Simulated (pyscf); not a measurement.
Single points on ωB97X-D3(BJ)/def2-SVP structures (PySCF, gas phase).

HO–Sn•(Cl)–Cl (SMILES [OH][Sn]([Cl])[Cl]) + HCl (SMILES Cl) → H₂O (SMILES O) + Cl–Sn•(Cl)–Cl (SMILES [Cl][Sn]([Cl])[Cl])
Surface: doublet. Broken: O–Sn, Cl–H. Formed: H–O, Cl–Sn. Give ΔE‡ and ΔE from ωB97M-D3(BJ)/def2-TZVP, relative to the separated reactants.

ΔE‡ = -3.8 kcal/mol, ΔE = -14.9 kcal/mol. Zero-point energy shifts the barrier by +0.9 kcal/mol. It is a four-centre exchange, with an imaginary mode of 233i cm⁻¹. On the reactant side the descent ends in a complex, 7.0 kcal/mol under the separated species and 1.7 kcal/mol under the saddle at ωB97X-D3(BJ)/def2-TZVP. On the product side the descent ends in an adduct with a O–Sn contact, 10.0 kcal/mol under the separated species and 22.1 kcal/mol under the saddle at ωB97X-D3(BJ)/def2-TZVP. At ωB97M-D3(BJ) the saddle lies under the separated reactants, which points to a path from their complex (located at ωB97X-D3(BJ) alone). What is counted as broken (O–Sn) persists as a longer contact in the product adduct; parting that adduct is a step of its own. This is the saddle that the search found; another between the same sides may lie lower. Elements past Kr carry the def2 core potentials, without spin-orbit coupling.
